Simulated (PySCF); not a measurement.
**Partners of alane**

Gas-phase complexes of alane, each in one structure from a short search with a few starts, optimised by PBE0-D3(BJ)/def2-SVPD or PBE0-D3(BJ)/def2-TZVPD; other ways of binding may lie lower. Energies in kcal/mol, wB97M-D3(BJ)/def2-TZVPD, counterpoise-corrected (PySCF): interaction is complex less parts frozen as they stand in it, binding adds what it costs to deform them. Contacts are written partner···alane; electrostatic, Pauli and orbital are terms of the uncorrected same energy, whose rest is dispersion or correlation.

3 other partners are left out, for which the search missed the form known or expected to bind best.

Frequency runs check only 4 of the 7 structures; these show no clear imaginary mode.

(1) Order these partners of alane by binding energy, strongest first: phosphine, methylamine, dimethyl sulfide, dimethyl ether, dinitrogen, carbon monoxide, hydrogen sulfide.

Results:

(1) methylamine (-32.5), dimethyl ether (-24.0), dimethyl sulfide (-22.2), phosphine (-14.5), hydrogen sulfide (-13.2), carbon monoxide (-10.4), dinitrogen (-5.4).
| partner | contact | distance (Å) | binding | interaction | electrostatic | Pauli | orbital |
| --- | --- | --- | --- | --- | --- | --- | --- |
| methylamine | N···Al | 2.05 | -32.5 | -37.0 | -67.5 | 64.6 | -31.9 |
| dimethyl ether | O···Al | 2.00 | -24.0 | -28.1 | -46.8 | 47.5 | -26.5 |
| dimethyl sulfide | S···Al | 2.46 | -22.2 | -25.6 | -41.9 | 47.8 | -29.0 |
| phosphine | P···Al | 2.51 | -14.5 | -17.9 | -34.5 | 45.5 | -27.5 |
| hydrogen sulfide | S···Al | 2.54 | -13.2 | -15.3 | -28.6 | 36.2 | -21.5 |
| carbon monoxide | C···Al | 2.15 | -10.4 | -11.6 | -31.1 | 46.8 | -26.4 |
| dinitrogen | N···Al | 2.21 | -5.4 | -6.2 | -17.1 | 27.2 | -15.3 |
